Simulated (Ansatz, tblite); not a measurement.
**[SnBr3]-: which spin state is lowest**

Is the singlet the ground state of [SnBr3]-? Other spin states are computed and compared level by level.

Computed with Ansatz 0.2.0, Gaussian basis. Level: as each input shows.

Plan: triplet, at the geometry of the singlet (GFN1-xTB, GFN2-xTB, PBE0-D4/def2-TZVPD, PBE-D4/def2-TZVPD, r2SCAN-D4/def2-TZVPD); the singlet's energies come from earlier runs.

1 further run of the same task is left out (set aside as unsound or not needed). Runs told in other sessions of the task aren't counted.

### 1 The geometry

The geometry is that of the singlet, from an earlier relaxation (B3LYP-D4/def2-SVPD).

4 atoms, charge -1, spin multiplicity 1.

Bond lengths: Sn1–Br2 2.700 Å, Sn1–Br3 2.700 Å, Sn1–Br4 2.700 Å. Angles: Br2–Sn1–Br3 98.8°, Br2–Sn1–Br4 98.8°, Br3–Sn1–Br4 98.8°.

Geometry (Å):

```xyz
4

Sn   -0.0041    0.0058    0.9741
Br    2.3680   -0.0324   -0.3147
Br   -1.1555    2.0629   -0.3418
Br   -1.2084   -2.0362   -0.3177
```

Sn takes a core potential in the def2 sets. No spin-orbit coupling is included. The ion is computed in the gas phase, without counter-ions or solvent.

### 2 Triplet at the fixed geometry, GFN1-xTB

Tight binding, by tblite at 300 K electronic temperature and without a spin-polarisation term:

```python
tblite.interface.Calculator('GFN1-xTB', numbers, positions, charge=-1, uhf=2).singlepoint()
```

Energy -390.3480 eV; 0.004 s.

### 3 Triplet at the fixed geometry, GFN2-xTB

Tight binding, by tblite at 300 K electronic temperature and without a spin-polarisation term:

```python
tblite.interface.Calculator('GFN2-xTB', numbers, positions, charge=-1, uhf=2).singlepoint()
```

Energy -398.8415 eV; 0.014 s.

### 4 Triplet at the fixed geometry, PBE0-D4/def2-TZVPD

Contents of in.yaml:

```yaml
crystal:
  periodic: [false, false, false]
  atoms:
    - {symbol: Sn, position_ang: [-0.004096, 0.005782, 0.974139]}
    - {symbol: Br, position_ang: [2.367981, -0.032408, -0.314652]}
    - {symbol: Br, position_ang: [-1.155493, 2.062875, -0.341782]}
    - {symbol: Br, position_ang: [-1.208391, -2.036249, -0.317706]}
basis:
  gaussian: {orbitals: def2-TZVPD}
total_charge: -1
magnetization: {spin_polarized: true, initial_magnetization: 2}
hamiltonian: {xc: pbe0, dispersion: d4}
scf: {omitted_lower_state_checks: [starts]}
output: {orbitals: {seedname: orbitals}}
```

Launch:

```console
$ ansatz run in.yaml --threads 4 --pin off --events-out ev --progress --plain --max-ram 3916MiB
```

What it wrote:

```text
Functional definition: PBE0
  name "PBE0"
  cite "Adamo & Barone, J. Chem. Phys. 110, 6158 (1999) doi:10.1063/1.478522"
  cite "Perdew, Burke & Ernzerhof, Phys. Rev. Lett. 77, 3865 (1996) doi:10.1103/PhysRevLett.77.3865"
  parent pbe
  parameter a = 0.25
  parameter kappa = 0.804
  parameter beta = 0.06672455060314922
  exchange = (1 - a)*pbe_x(kappa = kappa, mu = beta*pi^2/3) + a*exact_x
  correlation = pbe_c(beta = beta)
these checks for a lower state are left out or cut short: starts
1587 factors; integrals over basis functions are off by at most 1.0e-3 eV
mean field evaluation 1: about -215949.6162 eV, gradient 1.4e1 eV
mean field evaluation 2: about -215949.2938 eV, gradient 1.5e1 eV
mean field evaluation 4: about -215950.2697 eV, gradient 5.3e-1 eV
mean field evaluation 8: about -215950.3297 eV, gradient 7.4e-2 eV
mean field evaluation 16: about -215950.3298 eV, gradient 8.0e-4 eV
mean field evaluation 32: about -215950.3298 eV, gradient 2.6e-5 eV
mean field -215950.32978345 eV, -7936.0282431508 hartree, gradient 8.7e-6 eV, S^2 2.006658; 0 other end points of the search recorded, 0 dependent functions left out
reference -215950.32982738 eV, -7936.0282447655 hartree; 65, 63 occupied and 162, 164 virtual orbitals, 1587 factors
Total energy: -215950.50667949 eV, -7936.0347439604 hartree
Checks for a lower state left out: starts
```

It took 27 s on 4 threads of Arm Neoverse V1, shared host; peak memory 1.4 GiB.

HOMO 0.54 eV, LUMO -1.56 eV (over both spins; with the spin held, an empty level of the minority spin lies below the top filled one); ⟨S²⟩ 2.007 (pure: 2.00). Doubts: highest occupied level lies above zero.

### 5 Triplet at the fixed geometry, PBE-D4/def2-TZVPD

start.molden holds the orbitals of an earlier run on this state, given as this run's starting guess.

in.yaml, as its differences from that of step 4:

```diff
@@ -8,6 +8,6 @@
 basis:
-  gaussian: {orbitals: def2-TZVPD}
+  gaussian: {orbitals: def2-TZVPD, initial_orbitals: start.molden}
 total_charge: -1
 magnetization: {spin_polarized: true, initial_magnetization: 2}
-hamiltonian: {xc: pbe0, dispersion: d4}
+hamiltonian: {xc: pbe, dispersion: d4}
 scf: {omitted_lower_state_checks: [starts]}
```

The command is unchanged.

What it wrote:

```text
Functional definition: PBE
  name "PBE"
  cite "Perdew, Burke & Ernzerhof, Phys. Rev. Lett. 77, 3865 (1996) doi:10.1103/PhysRevLett.77.3865"
  parent pbe
  parameter kappa = 0.804
  parameter beta = 0.06672455060314922
  exchange = pbe_x(kappa = kappa, mu = beta*pi^2/3)
  correlation = pbe_c(beta = beta)
these checks for a lower state are left out or cut short: starts
1664 factors; their error is unknown
mean field evaluation 1: about -215942.9659 eV, gradient 1.0e1 eV
mean field evaluation 2: about -215943.1119 eV, gradient 2.5e-1 eV
mean field evaluation 4: about -215943.1029 eV, gradient 6.3e-2 eV
mean field evaluation 8: about -215943.1029 eV, gradient 1.0e-5 eV
mean field -215943.10291539 eV, -7935.7626606483 hartree, gradient 6.9e-6 eV, S^2 2.002152; 0 other end points of the search recorded, 0 dependent functions left out
reference -215943.10296900 eV, -7935.7626626183 hartree; 65, 63 occupied and 162, 164 virtual orbitals, 1664 factors
Total energy: -215943.30359059 eV, -7935.7700353259 hartree
Checks for a lower state left out: starts
```

Wall time 8 s (4 threads of Arm Neoverse V1, shared host).

Report: HOMO 1.22 eV, LUMO -2.17 eV (over both spins; with the spin held, an empty level of the minority spin lies below the top filled one); ⟨S²⟩ 2.002 (pure: 2.00). Doubts: highest occupied level lies above zero.

### 6 Triplet at the fixed geometry, r2SCAN-D4/def2-TZVPD

in.yaml, as its differences from that of step 5:

```diff
@@ -11,3 +11,3 @@
 magnetization: {spin_polarized: true, initial_magnetization: 2}
-hamiltonian: {xc: pbe, dispersion: d4}
+hamiltonian: {xc: r2scan, dispersion: d4}
 scf: {omitted_lower_state_checks: [starts]}
```

Launched as before.

What it wrote:

```text
Functional definition: r2SCAN
  name "r2SCAN"
  cite "Furness, Kaplan, Ning, Perdew & Sun, J. Phys. Chem. Lett. 11, 8208 (2020) doi:10.1021/acs.jpclett.0c02405"
  cite "Furness, Kaplan, Ning, Perdew & Sun, J. Phys. Chem. Lett. 11, 9248 (2020) doi:10.1021/acs.jpclett.0c03077"
  parent r2scan
  parameter k0 = 0.174
  parameter k1 = 0.065
  parameter a1 = 4.9479
  exchange = r2scan_x(k0 = k0, k1 = k1, a1 = a1)
  correlation = r2scan_c
these checks for a lower state are left out or cut short: starts
1664 factors; their error is unknown
mean field evaluation 1: about -215975.5225 eV, gradient 8.0e0 eV
mean field evaluation 2: about -215975.5882 eV, gradient 1.1e-1 eV
mean field evaluation 4: about -215975.5726 eV, gradient 2.3e-3 eV
mean field evaluation 8: about -215975.5726 eV, gradient 2.4e-5 eV
mean field -215975.57260992 eV, -7936.9558999134 hartree, gradient 7.8e-6 eV, S^2 2.006394; 0 other end points of the search recorded, 0 dependent functions left out
reference -215975.57266244 eV, -7936.9559018434 hartree; 65, 63 occupied and 162, 164 virtual orbitals, 1664 factors
Total energy: -215975.61487294 eV, -7936.9574530508 hartree
Checks for a lower state left out: starts
```

Run time: 37 s. Hardware: 4 threads of Arm Neoverse V1, shared host; peak memory 0.91 GiB.

From the report: HOMO 1.10 eV, LUMO -2.08 eV (over both spins; with the spin held, an empty level of the minority spin lies below the top filled one); ⟨S²⟩ 2.006 (pure: 2.00). Doubts: highest occupied level lies above zero.

### 7 Triplet less singlet, vertical

The singlet's energies are those of its earlier runs, whose logs aren't repeated here.

```tsv
level	triplet less singlet, vertical (kJ/mol)	time
GFN1-xTB	+470.4	0.009 s
GFN2-xTB	+549.4	0.02 s
PBE-D4/def2-TZVPD	+342.4	11 s
r2SCAN-D4/def2-TZVPD	+354.2	44 s
PBE0-D4/def2-TZVPD	+358.4	36 s
```

Times add the two runs; a level without a time comes out of a correlated run. Tight binding without a spin term can't rank spin states.

### 8 What came out

| quantity | value |
| --- | --- |
| triplet less singlet, vertical, functionals in def2-TZVPD | +342.4 (PBE-D4) to +358.4 kJ/mol (PBE0-D4) |

In words: All functionals put the triplet above the singlet, over a spread of 16.0 kJ/mol. The checks for a lower triplet were left out, so another state of that spin may lie lower. These are electronic energies, without zero-point motion, entropy or surroundings.

The anion's highest level is positive in at least one run, so there the basis alone may hold the extra electron.
